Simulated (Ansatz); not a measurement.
## Ladder of methods for the bulk modulus of rock-salt NbC

Reference value: 281 ± 6 GPa (measured, room temperature, not corrected to a static lattice; as tabulated in High-pressure structural stability of NbC, High Pressure Research 37, 244 …).

| level (code) | value (GPa) | cell (Å³/atom) | difference (%) |
|---|---|---|---|
| LDA (Ansatz) | 333 | 10.85 | +18.5 |
| PBE (Ansatz) | 300 | 11.28 | +6.8 |
| B3LYP (VWN-RPA form) (Ansatz) | 304 | 11.38 | +8.2 |
| PBE0 (Ansatz) | 333 | 11.03 | +18.5 |
| Hartree–Fock (Ansatz) | 346 | 11.31 | +23 |

The reference is not for a static lattice or low temperature, so close values are not ranked against it.

The reference isn't brought to a static lattice, while the calculations are for one, so the differences are not the levels' errors alone. A static lattice is as a rule stiffer than a warm one, by over a tenth in soft solids.  B3LYP (VWN-RPA form), PBE0, Hartree–Fock: the run has no spin polarisation, so it can have missed a magnetic state. Each level is taken at its own relaxed cell. Cutoffs and k meshes differ between the levels. Ansatz's density-functional and Hartree–Fock values are scalar-relativistic unless marked +SOC, with PAW data made under PBE.

Differences are worked out from the printed values.

Ansatz is a program for electronic structure.
